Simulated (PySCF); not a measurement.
# AlP⁺: one state, many levels of theory

State: ⁴Σ⁻ (quartet), unpaired electrons σ ↑, π ↑↑. Set-up: PySCF, no relativity, basis sets Al def2-SVPD, P def2-SVPD. De refers to Al⁺ + P in their high-spin ground configurations, without counterpoise correction. The functionals are run spin-unrestricted. A positive dipole points towards P; it is taken about the centre of mass and depends on that origin. Levels whose curve was spin-contaminated or gave no clean fit are not listed.

| Level | Re (Å) | ωe (cm⁻¹) | De (eV) | μ (D) | CPU s a point (SCF and correlation, without the integrals) |
| --- | --- | --- | --- | --- | --- |
| ROHF-CCSD(T) | 2.683 | 146 | 0.416 | n/a | 1.4 |
| PBE | 2.480 | 275 | 0.99 | -3.02 | 0.54 |
| revPBE | 2.493 | 266 | 0.90 | -3.09 | 0.37 |
| r²SCAN | 2.451 | 289 | 0.95 | -3.27 | 0.8 |
| r²SCANh | 2.455 | 282 | 0.90 | -3.30 | 0.85 |
| B3LYP | 2.518 | 238 | 0.76 | -3.14 | 0.64 |
| PBE0 | 2.479 | 260 | 0.85 | -3.18 | 0.8 |

The bond length runs from 2.451 Å (r²SCAN) to 2.683 Å (ROHF-CCSD(T)). De spans 0.42 eV (ROHF-CCSD(T), coupled cluster) to 0.99 eV (PBE, GGA).

Correlated steps freeze 10 core orbitals. Correlated levels converge slowly with the basis: in double zeta they bind strong bonds too weakly, by up to about 1 eV, and carry superposition errors of some tenths. For an ion De counts to the pair picked by the measured ionisation energies or electron affinities, which need not be the lowest pair at this level. The state is the lowest determinant that a PBE0 search found; another state may lie lower at other levels.

The whole job (state search and all levels along the bond) took about 1.6 min on 1 thread of Arm Neoverse V1 (shared host), peak memory 0.55 GiB.
